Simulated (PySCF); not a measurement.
**Computed NMR parameters against published values**

Mapped SMILES: `[CH2:1]=[CH:2][CH2:3][OH:4]`; H(Xn) means a hydrogen on atom n. Ha(C1) is cis to C3; Hb(C1) is trans to C3.

Published estimates (parent shift plus substituent increments) and measurements: δ $^{13}$C C2 137.5; C1 114.9 ppm (estimated from measurements, as parent shift plus tabulated substituent increment; solution, not stated per compound (mostly CDCl3 or CCl4); Pretsch, Buehlmann, Badertscher, Structure Determination of Organic Compounds, 4th ed. (2009)).
δ $^{17}$O O4 1.9 ppm (measured; liquid, neat, 295 K; 17O NMR survey of organic solvents and oxofluorinated compounds, PMC5915748).

No solvent, averaged over atoms made equivalent by symmetry, fast rotation or ring inversion, one conformer, non-relativistic. Shielding tensors at B97-2/pcSseg-2 (GIAO); PBE0-D3(BJ)/def2-TZVP structure; PySCF 2.14.

Task: What does the calculation give, and how does it compare?

Result: 
Reference values: estimated from measurements, as parent shift plus tabulated substituent increment (solution, not stated per compound (mostly CDCl3 or CCl4); Pretsch, Buehlmann, Badertscher, Structure Determination of Organic Compounds, 4th ed. (2009)).
```json
{"atoms": "C2", "quantity": "δ $^{13}$C", "reference": "137.5", "computed": "150.7", "computed, scaled": "143.3"}
{"atoms": "C1", "quantity": "δ $^{13}$C", "reference": "114.9", "computed": "123.6", "computed, scaled": "117.2"}
```

Reference values: measured (liquid, neat, 295 K; 17O NMR survey of organic solvents and oxofluorinated compounds, PMC5915748).
```csv
atoms,quantity,reference,computed,"computed, scaled"
O4,δ $^{17}$O vs D2O (external),1.9,–,9.7
```

Computed shifts are σ(ref) − σ with the named reference compound (TMS for H and C) calculated as an isolated molecule at the same level. The measured values may be among those fitted. Expected solution values come from regression of measured δ (H and C: mostly CDCl3, vs TMS) on computed σ: $^{13}$C (scatter 2.0 ppm rms, 2.1 ppm with the 1 outlier that the fit left out); $^{17}$O (scatter 12.8 ppm rms vs liquid water, solution or neat liquid). A few per cent of atoms miss by over 2 rms, more outside the fitted compound classes.

Task: How far are the unscaled $^{13}$C shifts from the references?

Result: Mean signed difference +10.95 ppm, mean absolute 10.95 ppm over 2 comparisons; the largest is +13.2 ppm at C2 (alkene CH).
